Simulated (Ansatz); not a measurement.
Species, as SMILES: C[S] (CH3-S), doublet.
Atoms: C1, S2, H3, H4, H5. Bonds: C1-S2, C1-H3, C1-H4, C1-H5.

How fast the optimised C1-S2 bond length converges with the basis for several methods (Ansatz, a first-principles code): deviation from each method's own reference, in Å. References: B3LYP 1.7969 Å, the value in pcseg-3; HF 1.7995 Å, the value in pcseg-3; MP2 1.7866 Å, the value in pcseg-3; PBE 1.7911 Å, the value in pcseg-3. Cartesian d functions, on some or all atoms, in 6-31+G*; all else is spherical. In correlated methods cores are frozen. Open shells are unrestricted. No added dispersion term, no relativity. The reference of a correlated method is not its basis-set limit, which lies further on.

```tsv
basis	functions	B3LYP	HF	MP2	PBE
3-21G	28	0.0905	0.0884	0.1136	0.0894
def2-SVP	47	0.0071	0.0068	0.0098	0.0065
6-31+G*	48	0.0161	0.0087	0.0142	0.0159
def2-SVPD	71	0.0085	0.0072	0.0182	0.0081
6-311++G(2d,2p)	92	0.0098	0.0083	0.0174	0.0090
def2-TZVPPD	139	0.0008	0.0011	0.0047	0.0009
6-311++G(3df,3pd)	140	0.0007	0.0001	0.0015	0.0007
cc-pV(Q+d)Z	209	0.0002	0.0000	0.0003	0.0003
```

Mean absolute deviation over 6-311++G(2d,2p), def2-TZVPPD, 6-311++G(3df,3pd): HF 0.0032, PBE 0.0035, B3LYP 0.0038, MP2 0.0079 Å.
